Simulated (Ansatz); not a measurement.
## Loss of CH4: C4H9O → C3H5O + CH4

Species: C4H9O `[CH2]COCC`, doublet; C3H5O `[CH2]OC=C`, doublet; CH4 (methane) `C`, singlet. 

Shapes, held fixed at every level: PBE0-D4/def2-TZVP. Flexible molecules stand in one conformer, not always the lowest. Programs: Ansatz 0.2.0. Electronic energies: no zero-point or thermal term.

| level | kind | ΔE (kJ/mol) | less CCSD(T)/CBS estimate |
| --- | --- | --- | --- |
| HF/def2-TZVPP | Hartree–Fock | +48.5 | -12.5 |
| PBE-D4/def2-TZVPP | GGA | +52.6 | -8.4 |
| wB97X-V/def2-TZVPP | range-separated hybrid | +68.8 | +7.8 |
| B2PLYP/def2-TZVPP | double hybrid | +45.4 | -15.6 |
| MP2/def2-TZVPP | perturbation theory | +69.2 | +8.2 |
| CCSD/def2-TZVPP | coupled cluster or CI | +63.3 | +2.3 |
| CCSD(T)/CBS estimate | coupled cluster or CI | +61.0 | 0.0 |

The highest level, CCSD(T)/CBS estimate, gives ΔE = +61.0 kJ/mol; the levels span +45.4 to +69.2. The column of differences is taken from that level and isn't an error. No measured value is set beside it here. Open shells run unrestricted unless RO is named. The CBS estimate extrapolates MP2 from def2-TZVPP and def2-QZVPP and adds CCSD(T) − MP2 in the triple-zeta set, cores frozen.
